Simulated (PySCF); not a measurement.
**The bond of NaCl−, level by level**

One table from this session's results is given with a row withheld; the runs are named, their logs left out.

Program: PySCF 2.14.0. Level of theory: Na aug-cc-pVDZ-DK, Cl aug-cc-pVDZ-DK, spin-free X2C with a Gaussian nucleus. These are calculated values, not measurements.

2 further runs of the same task are left out: 2 set aside as unsound or not needed.

The first run:

The job is set up so:

```json
{"atoms": "Na, Cl", "charge": "-1", "basis": "Na aug-cc-pVDZ-DK, Cl aug-cc-pVDZ-DK", "Hamiltonian": "spin-free X2C with a Gaussian nucleus", "basis functions": "54", "electrons treated": "29", "masses in u": "22.9898, 34.9689", "levels": "PBE0, PBE, r²SCAN, B3LYP, B2PLYP, BLYP, CAM-B3LYP, HF, MP2, SCS-MP2, CCSD, CCSD(T)", "grid": "80 radial by 434 angular points", "occupations": "held fixed by the projection of orbital angular momentum", "dissociation limit": "Na + Cl−, each in its ground configuration", "starting distance in angstrom": "2.645", "values of 2S to try": "1, 3"}
```

Launch:

```sh
OMP_NUM_THREADS=1 python dia.py task.json out
```

Among the steps run: The job; First curve: PBE0; PBE (GGA); r²SCAN; B3LYP; B2PLYP (double hybrid); BLYP; CAM-B3LYP (range-separated hybrid); UHF (mean field); Correlated methods on the Hartree–Fock reference.

One of the session's tables, all rows but one given; the rest of the session is left out.

Energy (eV) from each level's lowest point:

```
R (Å)    UHF  UHF-MP2  UHF-SCS-MP2  UHF-CCSD  UHF-CCSD(T)
2.170  0.424    0.407        0.408       n/a          n/a
2.271  0.191    0.184        0.185     0.183        0.185
2.372  0.063    0.062        0.063     0.062        0.063
2.447  0.017    0.017        0.017     0.017        0.018
2.523  0.000    0.000        0.000     0.000        0.000
2.599      ?        ?            ?         ?            ?
2.700  0.036    0.031        0.030     0.032        0.030
2.826  0.098    0.088        0.088     0.090        0.088
2.977  0.191    0.176        0.175     0.180        0.176
3.179  0.322    0.305        0.304       n/a          n/a
```

**Question.** Estimate the row for R (Å) = 2.599.

Worked estimate for «UHF». A straight line through the neighbours (2.523, 0.000) and (2.700, 0.036) gives 0.000 + (0.036 − 0.000) × (2.599 − 2.523) / (2.700 − 2.523) = 0.015; a parabola fitted to 4 rows on both sides gives 0.007.

The run gave: UHF: 0.005; UHF-MP2: 0.003; UHF-SCS-MP2: 0.003; UHF-CCSD: 0.004; UHF-CCSD(T): 0.003. In «UHF» the line misses by +0.010 and the parabola by +0.002.
